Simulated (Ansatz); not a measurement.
Two shapes of doublet N2H2(+).

Shape 1:

```xyz
4

N    -0.5089    0.0486   -0.3171
N     0.5182   -0.0662    0.3094
H    -1.1721    0.5714    0.2514
H     1.1799   -0.5907   -0.2590
```

Shape 2:

```xyz
4

N    -0.4652    0.0603   -0.2546
N     0.4830   -0.0775    0.2550
H    -1.2027    0.5773    0.2380
H     1.2020   -0.5969   -0.2538
```

Basis set: def2-SVP (spherical functions). Correlated methods keep 2 orbitals frozen. Charge 1, multiplicity 2.

Computed with Ansatz (development build ahead of 0.2.0); each method stands on the lowest determinant of its kind that the runs found.

Task: Which shape is lower in energy, and by how much in each method?

Result:

```
 method  E(2) − E(1) (eV)
    UHF            -0.225
UHF-MP2            -0.503
```

Shape 2 is lower. Caution: the unrestricted determinant is spin contaminated; the determinant breaks the point group. Caution for UHF-MP2: MP2 forces lie far from those of the mean fields.
